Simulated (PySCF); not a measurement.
Compound: C₂HCl₃.
InChI=1S/C2HCl3/c3-1-2(4)5/h1H

Method used: PBE0-D3(BJ)/def2-SVP geometry optimisation, gas phase in PySCF.

Masses are those of the commonest isotopes; rigid-rotor values at the optimised geometry. 

Task: What are A, B and C (cm⁻¹)?

Result: Ia = 128.52, Ib = 330.87, Ic = 459.39 u·Å²; 505379 MHz·u·Å²/I gives 3932, 1527 and 1100 MHz, that is A = 0.13116, B = 0.05095, C = 0.03670 cm⁻¹.

Task: What kind of rotor is it?

Result: An asymmetric top; Ray's κ = -0.698.

Task: What does the inertial defect say?

Result: Planar: Δ = Ic − Ia − Ib = 0.00 u·Å². For a rigid frame Δ = −2 Σ m c², so it vanishes when all atoms lie in the ab plane; here none is more than 0.01 Å from it.

Task: List the rotational levels J(Ka,Kc) to J = 2 (cm⁻¹).

Result: Above 0(0,0):
J = 1: 1(0,1) 0.0876, 1(1,1) 0.1679, 1(1,0) 0.1821
J = 2: 2(0,2) 0.2612, 2(1,2) 0.3289, 2(1,1) 0.3717, 2(2,1) 0.6123, 2(2,0) 0.6140
The levels of one J sum to (2J + 1)J(J + 1)(A + B + C)/3.

Task: Predict some low-J microwave lines.

Result: The dipole components are |μa| = 0.08 D, |μb| = 0.84 D, |μc| = 0.00 D; the mirror of this Cs structure is the ab plane, so μc vanishes by symmetry and there are no c-type lines. Intensities carry the squares of the components, which stand as 0.01 : 1.00 (a : b). Some lines, for components of 0.1 D or more:

```csv
type,branch,"J(Ka,Kc)",MHz,lower level (cm⁻¹)
b,R,"3(1,2) ← 2(2,1)",1275,0.612
b,Q,"2(1,1) ← 2(0,2)",3311,0.261
b,Q,"3(1,2) ← 3(0,3)",4121,0.517
b,R,"1(1,1) ← 0(0,0)",5032,0.000
b,R,"3(0,3) ← 2(1,2)",5650,0.329
b,Q,"3(2,1) ← 3(1,2)",6863,0.655
b,R,"2(1,2) ← 1(0,1)",7233,0.088
b,Q,"2(2,0) ← 2(1,1)",7266,0.372
b,Q,"2(2,1) ← 2(1,2)",8496,0.329
b,Q,"3(2,2) ← 3(1,3)",9168,0.569
b,R,"3(1,3) ← 2(0,2)",9240,0.261
b,Q,"3(3,0) ← 3(2,1)",12872,0.884
b,Q,"3(3,1) ← 3(2,2)",13123,0.875
b,R,"2(2,0) ← 1(1,1)",13376,0.168
b,R,"3(2,2) ← 2(1,1)",15097,0.372
b,R,"3(2,1) ← 2(1,2)",16634,0.329
b,R,"3(3,1) ← 2(2,0)",20954,0.614
b,R,"3(3,0) ← 2(2,1)",21010,0.612
```

Task: Estimate the classical rotational partition function at 10 K, 25 K and 50 K.

Result: Point group Cs, symmetry number σ = 1; q = (√π/σ)·√((kT/h)³/(ABC)), k/h = 20836.6 MHz/K: 2070 at 10 K, 8200 at 25 K, 23200 at 50 K.

Not checked by PBE0-D3(BJ)/def2-SVP frequencies. Constants of a rigid frame at the computed geometry: no zero-point averaging, no centrifugal distortion. Quadrupole hyperfine structure (35Cl) is left out.
